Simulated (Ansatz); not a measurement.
dichloromethane (SMILES ClCCl), charge 0, multiplicity 1, relaxed at each level with Ansatz (a quantum-chemistry and plane-wave program); harmonic frequencies from differences of analytic forces, average atomic masses, frozen cores.

```
level                             harmonic frequencies (cm⁻¹)  ZPE (eV)  cost over HF/def2-TZVPP (rough)
-------------------  ----------------------------------------  --------  -------------------------------
HF/def2-TZVPP        304 763 827 980 1285 1414 1597 3285 3363     0.857                               ×1
B3LYP/def2-TZVPP     277 700 719 900 1172 1288 1464 3118 3195     0.796                               ×1
wB97X-V/def2-TZVPP   289 743 800 913 1196 1310 1478 3141 3216     0.811                               ×1
MP2/cc-pV(T+d)Z      288 740 796 917 1195 1303 1484 3155 3235     0.813                               ×2
CCSD(T)/cc-pV(D+d)Z  286 719 776 901 1177 1293 1461 3122 3201     0.802                               ×3
CCSD(T)/cc-pV(T+d)Z  283 722 775 907 1181 1293 1474 3127 3202     0.804                              ×20
```

Measured: fundamentals as far as tabulated 2999, 1467, 717, 282, 1153, 3040, 898, 1268, 758 cm⁻¹ [NIST CCCBDB]. Measured modes stand in the spectroscopists' order.
